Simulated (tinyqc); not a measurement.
UHF in the sto-3g basis, for BH, spin multiplicity 3, step by step (part 3 of 3). This run ends on a higher stationary point, not on the lowest solution. Computed by tinyqc, a small Python program that keeps every step (integrals from PySCF). Command: `OMP_NUM_THREADS=1 python tinyqc.py 24963 24964 out.jsonl` (the two numbers bound the seeds that draw the settings). One thread of a shared host (Intel(R) Xeon(R) Processor @ 2.60GHz), about 0.1 s of CPU time with the checks.

Geometry (angstrom):
```
atom         x         y         z
B     0.000000  0.000000  0.000000
H     0.000000  0.000000  1.938000
```

## Iteration 24 (converged): orbitals

converged F(alpha) (hartree):
```
            1B 1s      1B 2s    1B 2px     1B 2py     1B 2pz      2H 1s
1B 1s   -7.356653  -2.170287  0.000000   0.000000  -0.000896  -0.105791
1B 2s   -2.170287  -1.118609  0.000000   0.000000   0.076354  -0.215440
1B 2px   0.000000   0.000000  0.107528   0.212264   0.000000   0.000000
1B 2py   0.000000   0.000000  0.212264  -0.140919   0.000000   0.000000
1B 2pz  -0.000896   0.076354  0.000000   0.000000  -0.098986  -0.242545
2H 1s   -0.105791  -0.215440  0.000000   0.000000  -0.242545  -0.044070
```

converged F(beta) (hartree):
```
            1B 1s      1B 2s     1B 2px     1B 2py     1B 2pz      2H 1s
1B 1s   -7.282576  -2.134250   0.000000   0.000000   0.000092  -0.100417
1B 2s   -2.134250  -0.612674   0.000000   0.000000  -0.107816  -0.237083
1B 2px   0.000000   0.000000   0.372812  -0.027298   0.000000   0.000000
1B 2py   0.000000   0.000000  -0.027298   0.404764   0.000000   0.000000
1B 2pz   0.000092  -0.107816   0.000000   0.000000   0.322258  -0.193329
2H 1s   -0.100417  -0.237083   0.000000   0.000000  -0.193329  -0.204307
```

X:
```
            1B 1s      1B 2s    1B 2px    1B 2py     1B 2pz      2H 1s
1B 1s    1.029120  -0.143353  0.000000  0.000000  -0.002679   0.013427
1B 2s   -0.143353   1.042558  0.000000  0.000000   0.016824  -0.097623
1B 2px   0.000000   0.000000  1.000000  0.000000   0.000000   0.000000
1B 2py   0.000000   0.000000  0.000000  1.000000   0.000000   0.000000
1B 2pz  -0.002679   0.016824  0.000000  0.000000   1.020477  -0.119542
2H 1s    0.013427  -0.097623  0.000000  0.000000  -0.119542   1.033620
```

Diagonalise F' = X^T F X, C = X C', fill 4 alpha and 2 beta electrons from the bottom; D(s) = C_occ C_occ^T. Each column has its largest component positive (the first on a tie).

F' = X^T F X (alpha) (hartree):
```
           1          2         3          4          5          6
1  -7.176001  -1.116315  0.000000   0.000000  -0.021325   0.026420
2  -1.116315  -0.674387  0.000000   0.000000   0.118037  -0.163201
3   0.000000   0.000000  0.107528   0.212264   0.000000   0.000000
4   0.000000   0.000000  0.212264  -0.140919   0.000000   0.000000
5  -0.021325   0.118037  0.000000   0.000000  -0.041283  -0.254305
6   0.026420  -0.163201  0.000000   0.000000  -0.254305   0.047470
```

orbital energies (alpha) (hartree): MO1 -7.362331, MO2 -0.540565, MO3 -0.262637, MO4 -0.254378, MO5 0.229246, MO6 0.313073

coefficients C (alpha):
```
              MO1        MO2        MO3        MO4       MO5        MO6
1B 1s    0.991477  -0.297609   0.000000   0.020515  0.000000   0.088360
1B 2s    0.030237   0.994783   0.000000  -0.097047  0.000000  -0.342588
1B 2px   0.000000   0.000000  -0.497447   0.000000  0.867494   0.000000
1B 2py   0.000000   0.000000   0.867494   0.000000  0.497447   0.000000
1B 2pz   0.000341  -0.132732   0.000000   0.716258  0.000000  -0.724783
2H 1s   -0.002735   0.146512   0.000000   0.561555  0.000000   0.869226
```

F' = X^T F X (beta) (hartree):
```
           1          2          3          4          5          6
1  -7.097727  -1.163417   0.000000   0.000000   0.004636   0.034158
2  -1.163417  -0.137200   0.000000   0.000000  -0.066197  -0.198136
3   0.000000   0.000000   0.372812  -0.027298   0.000000   0.000000
4   0.000000   0.000000  -0.027298   0.404764   0.000000   0.000000
5   0.004636  -0.066197   0.000000   0.000000   0.376993  -0.216015
6   0.034158  -0.198136   0.000000   0.000000  -0.216015  -0.124909
```

orbital energies (beta) (hartree): MO1 -7.287043, MO2 -0.324010, MO3 0.170855, MO4 0.357158, MO5 0.420417, MO6 0.457354

coefficients C (beta):
```
              MO1        MO2        MO3       MO4        MO5        MO6
1B 1s    0.992731  -0.140218  -0.272790  0.000000   0.000000  -0.015343
1B 2s    0.025987   0.440775   0.957429  0.000000   0.000000   0.075253
1B 2px   0.000000   0.000000   0.000000  0.867494  -0.497447   0.000000
1B 2py   0.000000   0.000000   0.000000  0.497447   0.867494   0.000000
1B 2pz   0.000886   0.215123  -0.128548  0.000000   0.000000   0.996569
2H 1s   -0.002769   0.762447  -0.528942  0.000000   0.000000  -0.480892
```

D(alpha) after iteration 24:
```
            1B 1s      1B 2s     1B 2px     1B 2py     1B 2pz      2H 1s
1B 1s    1.072019  -0.268067   0.000000   0.000000   0.054534  -0.034794
1B 2s   -0.268067   0.999925   0.000000   0.000000  -0.201539   0.091168
1B 2px   0.000000   0.000000   0.247454  -0.431533   0.000000   0.000000
1B 2py   0.000000   0.000000  -0.431533   0.752546   0.000000   0.000000
1B 2pz   0.054534  -0.201539   0.000000   0.000000   0.530643   0.382770
2H 1s   -0.034794   0.091168   0.000000   0.000000   0.382770   0.336817
```

D(beta) after iteration 24:
```
            1B 1s      1B 2s    1B 2px    1B 2py     1B 2pz      2H 1s
1B 1s    1.005177  -0.036007  0.000000  0.000000  -0.029285  -0.109658
1B 2s   -0.036007   0.194958  0.000000  0.000000   0.094844   0.335996
1B 2px   0.000000   0.000000  0.000000  0.000000   0.000000   0.000000
1B 2py   0.000000   0.000000  0.000000  0.000000   0.000000   0.000000
1B 2pz  -0.029285   0.094844  0.000000  0.000000   0.046279   0.164018
2H 1s   -0.109658   0.335996  0.000000  0.000000   0.164018   0.581334
```

## Convergence

Stop when the energy changes by less than 1e-10 hartree and every element of the error matrix X^T (F D S - S D F) X (for each spin) is below 3e-06.

Course of the cycle:
```
iteration   E (hartree)     change  largest element of the error matrix
1          -24.10080726          -                             1.43e-01
2          -24.41167525  -3.11e-01                             3.05e-02
3          -24.53321426  -1.22e-01                             2.21e-02
4          -24.57466546  -4.15e-02                             2.28e-02
5          -24.58706276  -1.24e-02                             2.26e-02
6          -24.55317279   3.39e-02                             6.72e-03
7          -24.57503733  -2.19e-02                             3.68e-03
8          -24.58158811  -6.55e-03                             3.15e-03
9          -24.58306926  -1.48e-03                             6.80e-04
10         -24.58397603  -9.07e-04                             3.08e-04
11         -24.58426704  -2.91e-04                             1.42e-04
12         -24.58435419  -8.71e-05                             5.24e-05
13         -24.58438042  -2.62e-05                             1.49e-05
14         -24.58438835  -7.92e-06                             4.86e-06
15         -24.58439073  -2.38e-06                             1.46e-06
16         -24.58439144  -7.14e-07                             4.39e-07
17         -24.58439166  -2.14e-07                             1.32e-07
18         -24.58439172  -6.43e-08                             3.98e-08
19         -24.58439174  -1.93e-08                             1.19e-08
20         -24.58439175  -5.79e-09                             3.58e-09
21         -24.58439175  -1.74e-09                             1.08e-09
22         -24.58439175  -5.21e-10                             3.23e-10
23         -24.58439175  -1.56e-10                             9.68e-11
24         -24.58439175  -4.69e-11                             2.90e-11
```

PySCF UHF in the same basis, after a stability check = -24.63119534 hartree

Converged in 24 iterations. But the solution lies 0.04680 hartree above the reference: it is another stationary point, not the lowest one. Reruns (cap 100 unless said): DIIS 8: converged in 12 to a higher stationary point; damping 0.5: converged in 87; level shift 0.5: converged in 78; atomic densities as start, DIIS 8: converged in 12.

## Populations, bond orders and dipole

overlap S:
```
           1B 1s     1B 2s    1B 2px    1B 2py    1B 2pz     2H 1s
1B 1s   1.000000  0.269328  0.000000  0.000000  0.000000  0.012484
1B 2s   0.269328  1.000000  0.000000  0.000000  0.000000  0.178788
1B 2px  0.000000  0.000000  1.000000  0.000000  0.000000  0.000000
1B 2py  0.000000  0.000000  0.000000  1.000000  0.000000  0.000000
1B 2pz  0.000000  0.000000  0.000000  0.000000  1.000000  0.226324
2H 1s   0.012484  0.178788  0.000000  0.000000  0.226324  1.000000
```

Mulliken: Z minus the diagonal of D S on the atom; Loewdin: the same with S^(1/2) D S^(1/2); Mayer order: 2 sum_s sum (D(s) S)_ij (D(s) S)_ji over the two atoms.

Charges (e):
```
atom   Mulliken    Loewdin  Mulliken spin
1B     0.116471   0.114227       2.237845
2H    -0.116471  -0.114227      -0.237845
```

Mayer bond orders:
```
pair     order
2-1   0.929864
```

dipole moment about the origin, x y z (debye): 0.000000  0.000000  -1.100369

<S^2> of the determinant (pure state: 2) = 2.093163
